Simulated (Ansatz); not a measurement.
Litharge SnO was calculated with rVV10 (plane waves, PAW; Ansatz, an electronic-structure program).

Run with plane-wave cutoff 930 eV, 10×10×8 k mesh (along the axes of the cell as run), Fermi–Dirac smearing 0.01 eV, scalar-relativistic PAW data made under PBE.

Starting structure:

```
SnO
1.0
    3.80000     0.00000     0.00000
    0.00000     3.80000     0.00000
    0.00000     0.00000     4.84000
Sn O
2 2
Cartesian
  1.90000   0.00000   3.68808
  0.00000   1.90000   1.15192
  1.90000   1.90000   0.00000
  0.00000   0.00000   0.00000
```

### Question
Into what structure does the relaxation of cell and atoms lead at this level, with the symmetry of the start kept?

### Answer
The volume increases by 7.1 %; final space group P4/nmm.
```
SnO
1.0
    3.88966     0.00000     0.00000
    0.00000     3.88966     0.00000
    0.00000     0.00000     4.94673
Sn O
2 2
Direct
  0.50000   0.00000   0.76456
  0.00000   0.50000   0.23544
  0.50000   0.50000   0.00000
  0.00000   0.00000   0.00000
```
